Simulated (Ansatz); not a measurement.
# C3H6F: the cost of one run

Method: the settings change from run to run; program: Ansatz 0.2.0, Gaussian basis.

## Step 1: The relaxed structure

The geometry comes from an earlier relaxation with PBE0-D4 in a triple-zeta def2 set; it is a stationary point, not always the lowest conformer.

SMILES `[CH2]CCF`, 10 atoms, charge 0, spin multiplicity 2.

Atoms are counted from 1 here; the program's logs count them from 0.

Bond lengths: C1–C2 1.481 Å, C1–H5 1.082 Å, C1–H6 1.082 Å, C2–C3 1.511 Å, C2–H7 1.096 Å, C2–H8 1.102 Å, C3–F4 1.385 Å, C3–H9 1.094 Å, C3–H10 1.094 Å. Angles: C2–C1–H5 120.8°, C2–C1–H6 120.2°, H5–C1–H6 118.3°, C1–C2–C3 113.6°, C1–C2–H7 110.8°, C1–C2–H8 110.7°, C3–C2–H7 108.1°, C3–C2–H8 107.7°, H7–C2–H8 105.6°, C2–C3–F4 110.1°, C2–C3–H9 111.1°, C2–C3–H10 111.2°, F4–C3–H9 107.5°, F4–C3–H10 107.4°, H9–C3–H10 109.3°.

## Step 2: SPW92/aug-pcseg-2

This run has atoms shaken by 0.15 Å, high accuracy, the search for lower states set to light.

File in.yaml:

```yaml
crystal:
  periodic: [false, false, false]
  atoms:
    - {symbol: C, position_ang: [-0.814761, 0.994534, -0.366274]}
    - {symbol: C, position_ang: [0.024775, 0.287294, -0.345632]}
    - {symbol: C, position_ang: [0.836880, -0.771678, 0.730540]}
    - {symbol: F, position_ang: [-0.528552, -1.693533, 0.767380]}
    - {symbol: H, position_ang: [-0.818916, 2.062739, -0.446948]}
    - {symbol: H, position_ang: [-1.532812, 0.725377, 0.306097]}
    - {symbol: H, position_ang: [1.081904, 0.625308, -0.997324]}
    - {symbol: H, position_ang: [-0.210298, -0.331695, -1.295829]}
    - {symbol: H, position_ang: [1.448184, -1.519293, -0.166170]}
    - {symbol: H, position_ang: [1.237504, -0.402194, 1.466601]}
basis:
  gaussian: {orbitals: aug-pcseg-2}
magnetization: {spin_polarized: true, initial_magnetization: 1}
hamiltonian: {xc: {name: SPW92}}
accuracy: high
scf: {lower_state_search: light}
output: {forces: true}
```

Launch:

```
ansatz run in.yaml --threads 4 --pin off --events-out ev --progress --plain --max-ram 10444MiB
```

Q: Estimate wall time and peak memory on 4 threads of Arm Neoverse V2, shared host.

About 28 s, with a peak of 2.3 GiB.
